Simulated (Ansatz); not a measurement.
## How far each method lies from full CI for HBSi, singlet

Geometry: a PBE0/def2-TZVP stationary point for this spin, not checked as a minimum. The triplet lies 0.6 eV lower here.

```xyz
3

Si    0.0000    0.0000    1.6588
B     0.0000    0.0000   -0.2364
H     0.0000    0.0000   -1.4224
```

Basis 6-31G; Ansatz 0.2.0. Only valence electrons are correlated (noble-gas cores frozen), which leaves 8 electrons in 18 orbitals. Prefix R: restricted or restricted open-shell reference; prefix U: unrestricted. Active spaces: valence = (8e, 9o) chosen from the atoms' valence shells.

Full CI is exact within this basis and frozen core; it isn't the basis-set limit. The frozen core follows each run's orbitals, which can shift R against U totals by a few meV.

The determinant fills πx and πy unequally, so it is a mixture of Σ and Δ, which weighs on every level built on one determinant.

The UHF ⟨S²⟩ is 1.000, the T1 diagnostic (RCCSD) is 0.0161 and the largest doubles amplitude (RCCSD) is 0.192.

```
                   level  E − E(full CI) (mEh)  share of correlation (%)  wall time
                     RHF                120.76                      0.00          –
                    UHF†                 93.87                         –          –
                    RMP2                 34.79                     71.19          –
                   UMP2†                 16.07                         –          –
                    CISD                 14.94                     87.63     0.33 s
                   RCCSD                  7.31                     93.95          –
                 UCCSD*†                -10.21                         –          –
                RCCSD(T)                  3.96                     96.72      0.3 s
              UCCSD(T)*†                -15.67                         –      1.5 s
                 BCCD(T)                  4.00                     96.68     0.36 s
                 RCCSDT*                  1.93                     98.40          –
                UCCSDT*†                -22.12                         –          –
                  CISDTQ                  1.60                     98.67      1.4 s
              RCCSDT(Q)*                  0.49                     99.59     0.75 s
             UCCSDT(Q)*†                -23.49                         –      3.7 s
                RCCSDTQ*                  0.08                     99.93        6 s
               UCCSDTQ*†                -23.21                         –       23 s
  CASSCF (valence space)                 29.24                     75.78          –
  NEVPT2 (valence space)                  8.65                     92.84      3.9 s
  MRCISD (valence space)                  0.72                     99.40          –
MRCISD+Q (valence space)                  0.10                     99.91      5.5 s
```

An asterisk marks runs whose energy the program itself flagged as in doubt. A dagger marks rows that describe another state than the reference (another or a broken symmetry, a higher spin or other natural occupations), so the difference isn't the method's error.

The correlation energy at full CI, counted from RHF, is -3.286 eV. That run took 13 s on 1 thread of Arm Neoverse V2, shared host over 2,341,648 determinants.

Times hold each run's SCF and search for its determinant on a shared host, so for small cases they say little of a method's own cost; they ran on 1 thread of Arm Neoverse V2.

Unrestricted levels hold only the spin's projection, and here they fall towards a lower state of higher spin.

The full-CI state has the irrep A1 of C2v, in the program's axes (one component, if the state is degenerate).

Natural occupations of full CI about the gap: 1.968 1.966 1.936 0.963 0.946 0.068 0.067 0.035 0.019 0.008; effectively unpaired electrons, Σ n²(2−n)², 2.06. No single determinant describes this state well, so single-reference rows can miss without a flag.
